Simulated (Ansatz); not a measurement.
## BNC, BNSi: vertical ionisation energies

Ansatz 0.2.0, functionals in def2-QZVPP, HF, MP2 and coupled cluster extrapolated from def2-TZVPP and def2-QZVPP (exp(−7.88 √X), X^−2.97); geometries are PBE0/def2-TZVP minima. Wave-function levels freeze the cores; HF, MP2 and coupled cluster are restricted for singlets and unrestricted otherwise, Kohn–Sham unrestricted where that lies lower. The best estimate adds to that CCSD(T) limit the step from CCSD(T) to the highest level run in a smaller set (CCSDT(Q)/cc-pVDZ, CCSDTQ/cc-pVDZ). It lacks core correlation, which semilocal and hybrid functionals hold and which counts in their errors here, (a few kJ/mol in atomization energies of light atoms) is good to about 1 kcal/mol where the step is under 0.06 eV, as here, and is no measured value. An error is the level's value less this estimate. Energies are electronic, without zero-point terms. No spin–orbit coupling and no scalar relativity. CCSD(T)'s error is that step with its sign reversed, by construction, and steps from double-zeta sets run high. The species are chosen: bound, without strong static correlation by their natural occupations or amplitudes, in their lowest spin state as far as vertical gaps and like structures tell, with only the lowest ion state computed, and with a ladder that closes on the reference, so errors are smaller than for species at large; levels whose determinant breaks symmetry or spin markedly are left out.

```csv
species,bonds (Å),quantity,symmetry of the states,reference,value (eV),error CCSD,error CCSD(T),error PBE,error PBE0,error B3LYP
"BNC, singlet","C–N 1.183, B–N 1.415, angle at N 180°",vertical ionisation to the doublet,Σ⁺ / Σ⁺,limit + step to CCSDTQ and CCSDT(Q)/cc-pVDZ,10.522,-0.012,0.021,-0.400,-0.345,-0.192
"BNSi, singlet","B–N 1.366, N–Si 1.578, angle at N 180°",vertical ionisation to the doublet,Σ⁺ / Σ⁺,limit + step to CCSDT(Q)/cc-pVDZ,8.260,-0.085,-0.001,-0.259,-0.276,-0.137
```

The reference falls from C to Si, by 2.262 eV in all.
